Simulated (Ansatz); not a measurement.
Level of theory: frozen-core CCSD(T)/def2-TZVPP // CAM-B3LYP-D3(BJ)/def2-TZVP in Ansatz (a quantum-chemistry and plane-wave program).

Ansatz 0.2 input:
```yaml
crystal:
  periodic: [false, false, false]
  atoms:
    - { symbol: N, position_ang: [-0.000091, 0.422394, -0.000001] }
    - { symbol: H, position_ang: [0.807031, -0.211026, -0.000003] }
    - { symbol: H, position_ang: [-0.80694, -0.211367, 0.000003] }
basis:
  gaussian: { orbitals: def2-TZVPP }
correlation:
  method: ccsd_t
magnetization:
  spin_polarized: true
  initial_magnetization: 1
```

Output:

```
Functional definition: HF
352 factors; integrals over basis functions are off by at most 4.3e-4 eV
mean field evaluation 1: about -1511.9217 eV, gradient 1.3e1 eV
mean field evaluation 2: about -1511.9208 eV, gradient 1.3e1 eV
mean field evaluation 4: about -1512.6344 eV, gradient 1.3e0 eV
mean field evaluation 8: about -1512.6465 eV, gradient 9.9e-4 eV
mean field evaluation 16: about -1512.6465 eV, gradient 1.7e-6 eV
mean field evaluation 32: about -1510.4629 eV, gradient 3.6e-1 eV
mean field -1512.64649420 eV, -55.5887333534 hartree, gradient 1.7e-6 eV, S^2 0.759188; 1 other end points of the search recorded, 0 dependent functions left out
determinant -1512.64649420 eV, -55.5887333534 hartree, with singles and doubles -1518.18954912 eV, -55.7924368644 hartree
determinant -1510.46470036 eV, -55.5085539084 hartree, with singles and doubles -1516.04975969 eV, -55.7138010530 hartree
1 core orbitals not correlated
reference -1512.64649420 eV, -55.5887333534 hartree; 4, 3 occupied and 54, 55 virtual orbitals, 352 factors
second order -5.00665823 eV of doubles, -0.00000000 eV of singles
cycle   1  -5.47428013 eV  change   -4.4e-1 eV  update   1.2e-2
cycle   2  -5.48394778 eV  change   -9.7e-3 eV  update   2.9e-3
cycle   3  -5.48436813 eV  change   -4.2e-4 eV  update   1.2e-3
cycle   4  -5.48456617 eV  change   -2.0e-4 eV  update   4.4e-4
cycle   5  -5.48470830 eV  change   -1.4e-4 eV  update   1.6e-4
cycle   6  -5.48473598 eV  change   -2.8e-5 eV  update   5.3e-5
cycle   7  -5.48475712 eV  change   -2.1e-5 eV  update   1.6e-5
cycle   8  -5.48475502 eV  change    2.1e-6 eV  update   5.9e-6
perturbative correction -0.15292404 eV, -0.0056198548 hartree
Total energy: -1518.28417326 eV, -55.7959142374 hartree
```

Cost: about 2.8 core-seconds (a rough figure).
